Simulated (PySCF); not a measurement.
Simulated characterisation data

Non-relativistic Hamiltonian, rapidly exchanging positions averaged, single conformer, no solvent. J: B3LYP/pcJ-1 (spin–dipole term left out of most H,H and C,H couplings); GIAO PBE0/pcSseg-1 shieldings; structure optimised with GFN2-xTB; PySCF.

Chemical shifts δ = σref − σ; 1H (σref 31.72) and 13C (σref 186.93) vs TMS, all at this level. Multiplet labels drop J under 1 Hz and among equivalent protons, and merge close values. Unscaled 3J(H,H) run several per cent high. Where no couplings were computed, multiplicities follow the n + 1 count of equivalent neighbours, and m marks all less simple cases (inequivalent or close neighbours, rings, F or P nearby). Shifts are as computed. Against solution values, carbons near 30 ppm lie about +3 ppm off and those near 130 ppm about +5 ppm. Of 1211 compounds with measured shifts, 218 miss one by over three times the rms of a fit or turn the order of signals round; such compounds aren't used in these exercises. Across acyclic CH2–CH2 and CH–CH2 bonds, 3J(H,H) assumes equally populated rotamers. OH and NH positions are gas-phase values without hydrogen bonding to other molecules.

**1.** `CCC1=CO[SiH2]C=CO1`, C6H10O2Si. 1H NMR (500 MHz, computed): δ 7.10 (d, 1H), 5.92 (s, 1H), 5.13 (m, 2H), 4.45 (m, 1H), 2.02 (q, 2H), 1.13 (t, 3H). 13C{1H} NMR (computed): δ 165.0, 145.4, 128.3, 99.3, 32.8, 18.5.

**2.** isobutanol (SMILES OCC(C)C). 1H NMR (500 MHz, computed): δ 3.58 (d, J = 5.8 Hz, 2H), 1.20 (sept of t, J = 6.8, 5.8 Hz, 1H), 0.99 (d, J = 6.8 Hz, 6H), -0.29 (br s, 1H). 13C{1H} NMR (computed): δ 74.7, 38.4, 20.7.
